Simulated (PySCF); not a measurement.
Basis-set dependence of excited states

Compound: cis-2,trans-4-hexadiene, C₆H₁₀.
Structure used (PBE0-D3(BJ)/def2-SVP), in Å, numbered top down from 1:
```
atom  x, y, z in Å
C1    -2.5247   -0.9095    0.2182
C2    -2.0599    0.4654   -0.1267
C3    -0.7884    0.8982   -0.2189
C4     0.4157    0.1167   -0.0017
C5     1.6609    0.6115   -0.1098
C6     2.9186   -0.1577    0.1051
H7    -3.1445   -1.3280   -0.5929
H8    -3.1651   -0.8924    1.1165
H9    -1.7003   -1.6101    0.4066
H10   -2.8531    1.1958   -0.3242
H11   -0.6268    1.9492   -0.4850
H12    0.2989   -0.9399    0.2663
H13    1.7741    1.6703   -0.3783
H14    3.5275    0.2865    0.9113
H15    2.7140   -1.2055    0.3703
H16    3.5519   -0.1511   -0.7986
```

TDDFT with PBE0 (PySCF), vertical singlets, core orbitals frozen in the response, spherical d and f functions. One conformer (not necessarily the lowest) at the PBE0-D3(BJ)/def2-SVP geometry, without solvent, vibrations or thermal averaging.

```csv
basis,functions,diffuse,S1 (eV),S2 (eV),S3 (eV),S4 (eV),S5 (eV),LUMO (eV),α (au)
6-31G*,104,no,5.72,7.18,7.35,7.58,8.03,-0.12,71.1
def2-SVP,134,no,5.66,7.00,7.09,7.21,7.27,-0.37,74.6
def2-SVPD,200,yes,5.52,6.07,6.24,6.46,6.83,-0.52,84.3
def2-TZVP,246,no,5.52,6.63,6.68,6.85,6.89,-0.48,82.5
```

**Question.** Compare the sets with the largest diffuse one.

**Answer.** States are compared by their number. Against the only diffuse basis here (def2-SVPD, itself not a converged limit), sets without diffuse functions differ by up to 0.20 eV in S1 and 1.20 eV in S5. State by state, the largest deviation of a set without diffuse functions is S1 0.20, S2 1.11, S3 1.11, S4 1.13, S5 1.20 eV. The same number needn't mean the same state in each row. Against def2-SVPD the polarisability deviates by -16% in 6-31G*, -11% in def2-SVP, -2% in def2-TZVP.
